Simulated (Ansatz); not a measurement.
Two shapes of singlet C3H8.

Shape 1:

```xyz
11

C    -1.2693   -0.4281    0.0000
H    -1.2693   -1.0788    0.8794
H    -1.2693   -1.0788   -0.8794
H    -2.1762    0.1837    0.0000
C     0.0000    0.4281    0.0000
H     0.0000    1.0788    0.8794
H     0.0000    1.0788   -0.8794
C     1.2693   -0.4281    0.0000
H     1.2693   -1.0788    0.8794
H     1.2693   -1.0788   -0.8794
H     2.1762    0.1837    0.0000
```

Shape 2:

```xyz
11

C    -1.2888   -0.4248    0.0135
H    -1.2887   -1.0520    0.8841
H    -1.2537   -1.1076   -0.8819
H    -2.1770    0.1935    0.0077
C    -0.0008    0.3996   -0.0002
H     0.0071    1.0740    0.8966
H     0.0065    1.0589   -0.9073
C     1.3086   -0.4217   -0.0109
H     1.2863   -1.0741    0.8768
H     1.2467   -1.0397   -0.8787
H     2.1539    0.1757    0.0003
```

Basis set: cc-pVDZ (spherical functions). Frozen core: 3 orbitals. Charge 0, multiplicity 1.

Computed with Ansatz (development build ahead of 0.2.0); each method stands on the lowest determinant of its kind that the runs found.

Q: Which shape is lower in energy, and by how much in each method?

A:

```
 method  E(2) − E(1) (eV)
    RHF             0.205
RHF-MP2             0.204
```

Shape 1 is lower.
